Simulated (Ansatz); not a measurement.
Two members of one family (BH3 adduct), computed with Ansatz in the gas phase. The two geometries come from different levels. Binding counts from free atoms in the multiplicity of their measured ground term, without zero-point energy. The structures are stationary points that may keep the symmetry of their start.

First: B(CO)H3 (singlet, charge 0, PBE-D4/def2-TZVP geometry).

```xyz
6

B    -0.302   -0.409   -0.157
C     0.563    0.739    0.286
O     1.209    1.620    0.624
H    -1.186   -0.474    0.676
H     0.423   -1.385   -0.169
H    -0.706   -0.092   -1.261
```

```csv
level,HOMO (eV),LUMO (eV),gap (eV),binding per atom (eV)
LDA (SPW92)/def2-TZVP,-8.38,-2.72,5.65,4.76
B97M-V/def2-TZVP,-8.64,-2.32,6.33,4.14
PBE0-D4/def2-SVP,-9.51,-1.47,8.04,4.16
r2SCAN0-D4/def2-TZVP,-9.81,-1.39,8.41,4.05
ωB97M-V/def2-TZVP,-11.82,0.73,12.55,4.12
```

Second: B(H2O)H3 (singlet, charge 0, r2SCAN-D4/def2-TZVP geometry).

Cartesian coordinates in Å:
```
B 0.404 0.600 0.007
O -0.289 -0.955 -0.173
H -1.126 -0.849 -0.644
H -0.507 -1.282 0.710
H 1.395 0.350 0.639
H -0.451 1.214 0.601
H 0.573 0.922 -1.139
```

Task: Estimate how these quantities change from the first to the second (second minus first).

Result: 
```tsv
level	Δ HOMO (eV)	Δ LUMO (eV)	Δ gap (eV)	Δ binding per atom (eV)
LDA (SPW92)/def2-TZVP	1.59	1.28	-0.31	-1.07
B97M-V/def2-TZVP	1.45	1.29	-0.17	-0.88
PBE0-D4/def2-SVP	1.45	1.64	0.19	-0.91
r2SCAN0-D4/def2-TZVP	1.41	1.53	0.12	-0.82
ωB97M-V/def2-TZVP	1.24	0.45	-0.79	-0.85
```
